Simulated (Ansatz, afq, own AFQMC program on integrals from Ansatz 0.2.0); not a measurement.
AFQMC, coupled cluster and functionals along a coordinate of VH4, quartet

| atom | x (Å) | y (Å) | z (Å) |
| --- | --- | --- | --- |
| V | 0.0000 | 0.0000 | 0.0000 |
| H | 0.9778 | 0.9809 | 1.0155 |
| H | -0.9818 | -0.9756 | 1.0169 |
| H | -0.9762 | 0.9771 | -1.0207 |
| H | 0.9802 | -0.9825 | -1.0117 |

The V1–H4 distance is changed with both sides rigid. Energies in kcal/mol count from this geometry (1.717 Å) at the same level; the start stands on UHF, each point on the determinant named.

Basis def2-SVP. Only valence electrons are correlated. AFQMC by an in-house program on the Cholesky factors that Ansatz 0.2.0 writes for its CCSD(T) run. ph-AFQMC/CISD is guided by a CISD state made of CCSD amplitudes; releasing the constraint for a short imaginary time cuts its bias at the price of noise, slowly where states lie close. Uncertainties: one standard error, sampling alone. The metal's outer-core s and p shells are frozen, which shifts wave-function levels against functionals.

Cautions, each for one point or more: cluster runs in doubt by the program's own checks; higher spins were not checked; lower spins were not checked; no relativity below Rb; outer-core shells of the metal frozen; raised T1 diagnostic; released walk and highest rung disagree; strong correlation; the search met a lower determinant of the same kind, perhaps of another symmetry, and this one is a saddle point; unrestricted determinant slightly spin contaminated; unrestricted determinant spin contaminated.

```
r(V1–H4) / Å  det.     T1  weight  ⟨S²⟩  CCSD(T)  ph-AFQMC/CISD  CCSDT(Q)  r2SCAN  PBE
       1.524  UHF¶  0.051    0.84  3.84      2.9      6.0 ± 0.7       3.2       –    –
       1.890   UHF  0.054    0.86  3.83     -5.2     -3.6 ± 0.7      -4.7    -0.1  1.1
       2.427   UHF  0.049    0.87  3.84     -7.8     -6.4 ± 0.6      -7.0     1.4  5.8
       3.180   UHF  0.048    0.87  3.85     -6.5     -5.0 ± 0.7      -5.6     4.6  8.2
       4.652   UHF  0.048    0.87  3.86     -6.1     -4.2 ± 0.6      -5.2     6.0  9.4
```

Weight is that of the determinant in the CISD state; at the start T1 is 0.061 and the weight 0.84, and ⟨S²⟩ is 3.83. ¶ marks points with a poor determinant and no full CI, where no value is sure; they don't count among the departures. Symmetry can't show for every point that it stays on the start's state. A dash marks a missing value, a released energy that hasn't settled or a functional that sits on another state. Largest departures from phaseless AFQMC with a CISD trial: CCSD(T) -1.9 kcal/mol at 4.652 (on UHF), CCSDT(Q) -1.1 kcal/mol at 1.890 (on UHF) (within the noise). The walk's constraint bias lies outside its error bars, so these are departures and not errors. The functionals aren't scored here. In this small basis the wave-function levels are far from their limit, so their gap to the functionals isn't the functionals' error.

Some points may be missing: those where a free walk finds a much lower state, and past Zn most of those on another determinant than at the start.

CCSDT and higher add their correlation energy to the determinant of the CCSD(T) run, since their own runs factorise the integrals more tightly (a shift of under 2 meV). A walk keeps the symmetry of its determinant, which the program's search chose and which needn't be the lowest solution, so a lower state of the same spin and another symmetry isn't excluded.
